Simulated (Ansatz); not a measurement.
Geometry optimisation, RKS PBE-D4/def2-SVP (Ansatz).

input.yaml

```yaml
crystal:
  periodic: [false, false, false]
  atoms:
    - { symbol: Si, position_ang: [-0.54655, 0.147397, -0.350649] }
    - { symbol: Si, position_ang: [-0.10802, -0.379957, 3.009397] }
    - { symbol: H, position_ang: [-0.459204, -1.092657, 4.288995] }
    - { symbol: H, position_ang: [1.164759, -0.958918, 2.458848] }
    - { symbol: H, position_ang: [0.087819, 1.081728, 3.309519] }
    - { symbol: H, position_ang: [0.214664, 1.096279, 0.545528] }
    - { symbol: H, position_ang: [-0.302739, 0.602475, -1.769647] }
    - { symbol: H, position_ang: [0.021581, -1.242372, -0.209301] }
    - { symbol: P, position_ang: [-2.731453, 0.190272, 0.002148] }
    - { symbol: H, position_ang: [-2.795806, -1.111878, 0.612748] }
    - { symbol: H, position_ang: [-2.653133, 0.867181, 1.266255] }
    - { symbol: H, position_ang: [-1.222518, -0.51165, 2.045158] }
basis:
  gaussian: { orbitals: def2-SVP }
hamiltonian:
  xc: pbe
  dispersion: d4
relax:
  f_tol: 0.03
  max_steps: 50
```

Command:

```bash
$ ansatz run input.yaml --threads 2 --pin off --max-ram 3072MiB --backend cpu --events-out ev --progress --plain --runs-dir out
```

Q: Where does it end, and by what steps?

A: The forces met the threshold. After 4 steps the energy has fallen by 0.235 eV; H3 moved furthest, 0.48 Å.

```json
{"step": "0", "energy less start (eV)": "0.0000", "largest force component (eV/Å)": "1.241", "accepted": "yes"}
{"step": "1", "energy less start (eV)": "-0.1801", "largest force component (eV/Å)": "0.346", "accepted": "yes"}
{"step": "2", "energy less start (eV)": "-0.2241", "largest force component (eV/Å)": "0.129", "accepted": "yes"}
{"step": "3", "energy less start (eV)": "-0.2330", "largest force component (eV/Å)": "0.050", "accepted": "yes"}
{"step": "4", "energy less start (eV)": "-0.2346", "largest force component (eV/Å)": "0.021", "accepted": "yes"}
```

```xyz
12
Properties=species:S:1:pos:R:3
Si -0.621 0.198 -0.630
Si 0.038 -0.450 3.397
H -0.234 -1.137 4.705
H 1.290 -1.009 2.782
H 0.207 1.026 3.628
H 0.094 1.130 0.313
H -0.340 0.650 -2.036
H -0.070 -1.192 -0.462
P -2.894 0.238 -0.289
H -2.898 -1.040 0.376
H -2.781 0.951 0.957
H -1.123 -0.679 2.469
```

Run time: 10 s on 2 threads of Arm Neoverse V1, with other jobs on the host, peak memory 0.13 GiB.
